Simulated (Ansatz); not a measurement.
# CCl3: the cost of one run

Method: the levels named in each step, in Ansatz 0.2.0.

## 1. The structure to begin with

Bond lengths: Cl1–C2 1.710 Å, C2–Cl3 1.709 Å, C2–Cl4 1.710 Å. Angles: Cl1–C2–Cl3 116.2°, Cl1–C2–Cl4 116.1°, Cl3–C2–Cl4 116.2°.

Structure file:

```xyz
4

Cl   -0.8921   -1.1737   -0.7971
C    -0.0929   -0.1046    0.2713
Cl    1.6015   -0.2925    0.3979
Cl   -0.6779    1.5016    0.3072
```

## 2. A rough first relaxation, PBE-D4/def2-SVP

This run stands in another session on the same molecule. It ended at:

```xyz
4

Cl   -0.9062   -1.1920   -0.8025
C    -0.0877   -0.0987    0.2561
Cl    1.6217   -0.2987    0.4089
Cl   -0.6891    1.5201    0.3170
```

## 3. Relaxation, PBE0-D4/def2-TZVPP

This run stands in another session on the same molecule. It ended at:

```xyz
4

Cl   -0.8974   -1.1798   -0.7843
C    -0.0793   -0.0891    0.2313
Cl    1.5983   -0.2979    0.4116
Cl   -0.6830    1.4977    0.3209
```

## 4. Frequencies, PBE0-D4/def2-TZVPP

Input file input.yaml:

```yaml
crystal:
  periodic: [false, false, false]
  atoms:
    - { symbol: Cl, position_ang: [-0.89739084, -1.1798481, -0.78434064] }
    - { symbol: C, position_ang: [-0.07929536, -0.08914143, 0.23132085] }
    - { symbol: Cl, position_ang: [1.59832937, -0.29789393, 0.41158913] }
    - { symbol: Cl, position_ang: [-0.68296318, 1.49769347, 0.32085066] }
magnetization:
  spin_polarized: true
  initial_magnetization: 1
basis:
  gaussian: { orbitals: def2-TZVPP }
hamiltonian:
  xc: pbe0
  dispersion: d4
phonons: {}
```

Launch:

```
ansatz run input.yaml --threads 4 --pin off --max-ram 10240MiB --backend cpu --events-out ev --progress --plain --runs-dir out
```

Q: Estimate wall time and peak memory on 4 threads of Intel Xeon at 2.50GHz (Skylake/Cascade Lake), shared host.

About 52 s, with a peak of 0.52 GiB.
